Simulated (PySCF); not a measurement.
## Partial charges of trans-2-hexene

Compound: trans-2-hexene, C₆H₁₂.
Geometry (PBE0-D3(BJ)/def2-SVP, Å), atoms numbered from 1 in this order:
```xyz
18
C6H12 angstrom
C      2.9822    0.4849   -0.0580
C      1.7160   -0.0873   -0.6024
C      0.6608   -0.4651    0.1256
C     -0.6122   -1.0369   -0.4135
C     -1.8490   -0.2009   -0.0720
C     -1.8426    1.1813   -0.7040
H      3.8506   -0.1440   -0.3179
H      2.9468    0.5790    1.0377
H      3.1847    1.4838   -0.4801
H      1.6623   -0.2063   -1.6934
H      0.7082   -0.3431    1.2176
H     -0.7522   -2.0542   -0.0049
H     -0.5312   -1.1503   -1.5086
H     -2.7498   -0.7527   -0.3898
H     -1.9266   -0.1071    1.0260
H     -2.7388    1.7569   -0.4267
H     -1.8157    1.1147   -1.8040
H     -0.9588    1.7590   -0.3913
```

Density: PBE0/pcSseg-1 (PySCF); schemes: Mulliken, IAO, Hirshfeld and ESP-fitted. Geometry: PBE0-D3(BJ)/def2-SVP, one conformer, isolated molecule.

Problem. For which atoms does the sign change between the 4 schemes (beyond +0.03 e in one, beyond −0.03 e in another)?

Solution. C5 and H14.

Problem. Do the Mulliken, IAO, Hirshfeld and ESP-fitted schemes agree on where the charge is lowest?

Solution. The schemes don't all agree: Mulliken C5 (-0.282); IAO C1 (-0.414); Hirshfeld C6 (-0.119); ESP-fitted C1 (-0.402).

Problem. At which atom do the 4 schemes differ most?

Solution. At C5: from -0.282 (Mulliken) to +0.265 e (ESP-fitted), 0.547 e apart.

Problem. Give the atomic charges in each scheme.

Solution. In e:

```json
{"atom": "C1", "environment": "allylic carbon", "Mulliken": "-0.231", "IAO": "-0.414", "Hirshfeld": "-0.115", "ESP-fitted": "-0.402"}
{"atom": "C2", "environment": "alkene CH carbon", "Mulliken": "-0.213", "IAO": "-0.144", "Hirshfeld": "-0.045", "ESP-fitted": "-0.030"}
{"atom": "C3", "environment": "alkene CH carbon", "Mulliken": "-0.183", "IAO": "-0.151", "Hirshfeld": "-0.047", "ESP-fitted": "-0.248"}
{"atom": "C4", "environment": "allylic carbon", "Mulliken": "-0.180", "IAO": "-0.252", "Hirshfeld": "-0.067", "ESP-fitted": "-0.278"}
{"atom": "C5", "environment": "chain CH2 carbon", "Mulliken": "-0.282", "IAO": "-0.240", "Hirshfeld": "-0.063", "ESP-fitted": "+0.265"}
{"atom": "C6", "environment": "methyl carbon", "Mulliken": "-0.280", "IAO": "-0.410", "Hirshfeld": "-0.119", "ESP-fitted": "-0.347"}
{"atom": "H7", "environment": "methyl hydrogen", "Mulliken": "+0.126", "IAO": "+0.146", "Hirshfeld": "+0.043", "ESP-fitted": "+0.123"}
{"atom": "H8", "environment": "methyl hydrogen", "Mulliken": "+0.113", "IAO": "+0.140", "Hirshfeld": "+0.043", "ESP-fitted": "+0.116"}
{"atom": "H9", "environment": "methyl hydrogen", "Mulliken": "+0.125", "IAO": "+0.145", "Hirshfeld": "+0.043", "ESP-fitted": "+0.129"}
{"atom": "H10", "environment": "vinylic hydrogen", "Mulliken": "+0.096", "IAO": "+0.130", "Hirshfeld": "+0.039", "ESP-fitted": "+0.116"}
{"atom": "H11", "environment": "vinylic hydrogen", "Mulliken": "+0.094", "IAO": "+0.126", "Hirshfeld": "+0.037", "ESP-fitted": "+0.174"}
{"atom": "H12", "environment": "methylene hydrogen", "Mulliken": "+0.131", "IAO": "+0.139", "Hirshfeld": "+0.039", "ESP-fitted": "+0.091"}
{"atom": "H13", "environment": "methylene hydrogen", "Mulliken": "+0.109", "IAO": "+0.127", "Hirshfeld": "+0.037", "ESP-fitted": "+0.100"}
{"atom": "H14", "environment": "methylene hydrogen", "Mulliken": "+0.117", "IAO": "+0.129", "Hirshfeld": "+0.036", "ESP-fitted": "-0.032"}
{"atom": "H15", "environment": "methylene hydrogen", "Mulliken": "+0.114", "IAO": "+0.125", "Hirshfeld": "+0.034", "ESP-fitted": "-0.023"}
{"atom": "H16", "environment": "methyl hydrogen", "Mulliken": "+0.116", "IAO": "+0.136", "Hirshfeld": "+0.038", "ESP-fitted": "+0.073"}
{"atom": "H17", "environment": "methyl hydrogen", "Mulliken": "+0.106", "IAO": "+0.130", "Hirshfeld": "+0.035", "ESP-fitted": "+0.085"}
{"atom": "H18", "environment": "methyl hydrogen", "Mulliken": "+0.122", "IAO": "+0.138", "Hirshfeld": "+0.031", "ESP-fitted": "+0.088"}
```

Mean size of the charges over all atoms: IAO 0.179 e, Mulliken 0.152 e, ESP-fitted 0.151 e, Hirshfeld 0.051 e. Each set sums to the total charge, 0, to within 0.001 e. The IAO scheme projects the occupied orbitals on a minimal set of polarised atomic orbitals and counts the electrons in each atom's part of it.

Problem. How closely do the schemes follow one another over all atoms?

Solution. Correlation coefficient and root-mean-square difference: IAO with Hirshfeld 1.00, 0.144 e; Mulliken with Hirshfeld 0.96, 0.110 e; Mulliken with IAO 0.96, 0.062 e; Hirshfeld with ESP-fitted 0.76, 0.148 e; IAO with ESP-fitted 0.74, 0.139 e; Mulliken with ESP-fitted 0.61, 0.155 e.

Problem. Sum the charges by element.

Solution. 
```json
{"element": "C", "atoms": "6", "Mulliken": "-1.369", "IAO": "-1.612", "Hirshfeld": "-0.458", "ESP-fitted": "-1.040"}
{"element": "H", "atoms": "12", "Mulliken": "+1.369", "IAO": "+1.612", "Hirshfeld": "+0.457", "ESP-fitted": "+1.040"}
```

Problem. How many electrons does the Mulliken scheme count on C1?

Solution. Z − q = 6 − (-0.231) = 6.231.
